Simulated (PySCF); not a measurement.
# Calculated NMR parameters of CC(C)CO

| Item | Value |
| --- | --- |
| Formula | C4H10O |
| SMILES | CC(C)CO |
| Point group of the computed structure | C1 |
| Degrees of unsaturation | 0 |
| Carbon signals | 3 |
| Proton signals | 4 |

Atom-mapped SMILES (the numbers label the heavy atoms): `[CH3:1][CH:2]([CH3:3])[CH2:4][OH:5]`. Each H is labelled by its parent atom.

- couplings computed with B3LYP/pcJ-1 (without the spin–dipole term)
- σ from GIAO-PBE0/pcSseg-1
- structure optimised with PBE0-D3(BJ)/def2-SVP
- code: PySCF
- in vacuum, one averaged value for each set of equivalent atoms, single conformer, non-relativistic

Scale: TMS for $^{1}$H (31.27 ppm) and $^{13}$C (184.41 ppm); H2O for $^{17}$O (334.56 ppm) (reference shieldings calculated alike).

| carbon | δC, type | δH (multiplicity, J in Hz) | HMBC from (abs. J ≥ 3 Hz) | span of the C tensor (ppm) |
| --- | --- | --- | --- | --- |
| C1/C3 | 20.3, CH3 | 0.90 (d, 7.4) | H(C4), H(C1)/H(C3) | 39 |
| C2 | 31.8, CH | 1.60 (sept of t, 7.4, 6.6) | H(C1)/H(C3) | 15 |
| C4 | 72.1, CH2 | 3.36 (d, 6.6) | H(C2), H(C1)/H(C3) | 57 |

Other nuclei:
```csv
atoms,nucleus,environment,δ (ppm),σ (ppm)
H(O5),$^{1}$H,hydrogen on an alcohol oxygen,0.13,31.14
O5,$^{17}$O,alcohol oxygen,30.5,304.1
```

Selected couplings (Hz, signed; the shortest-range and largest first, 30 at most; isotopes $^{13}$C, $^{1}$H): $^{1}J$(C4,H(C4)) 141.2, $^{1}J$(C1,H(C1)) 132.0, $^{1}J$(C2,H(C2)) 130.9, $^{1}J$(C2,C4) 40.0, $^{1}J$(C1,C2) 36.9, $^{2}J$(C1,C4) 1.1, $^{3}J$(H(C1),H(C2)) 7.4, $^{3}J$(H(C2),H(C4)) 6.6.

Carbon types of the structure: 1 × CH, 1 × CH2, 2 × CH3, leaving 1 H on heteroatoms. δC 72.1: sp3 CH2 bonded to O; deshielded by the electronegative neighbour. δC 31.8: sp3 CH; a saturated carbon with 3 carbon neighbours and no heteroatom attached. δC 20.3: methyl carbon; saturated and bonded to C and H only. δH 3.36: hydrogen on an sp3 CH2 bonded to O; its carbon carries O, which withdraws density. δH 0.90: hydrogen on a methyl carbon; far from electronegative atoms and π systems. The protons at 0.90 and 1.60 share a coupling of 7.4 Hz (vicinal). The protons at 1.60 and 3.36 share a coupling of 6.6 Hz (vicinal).

OH/NH shifts are gas-phase values; hydrogen bonding in solution moves them, usually downfield. Multiplet labels drop couplings under 1 Hz and merge nearly equal ones. Unscaled 3J(H,H) at this level run about 9 % above measured values. Shifts are as computed. Against solution values, carbons near 30 ppm lie about +2 ppm off and those near 130 ppm about +4 ppm. Of 246 compounds with measured shifts, 49 miss one by over three times the rms of a fit or turn the order of signals round; such compounds aren't used in these exercises. Couplings to exchangeable protons are dropped. Experimental scales use liquid or dissolved standards, which lie at an offset from isolated H2O (liquid H2O: subtract about 36 ppm). Chain 3J(H,H) values assume equally populated staggered rotamers: (2 J gauche + J anti)/3.
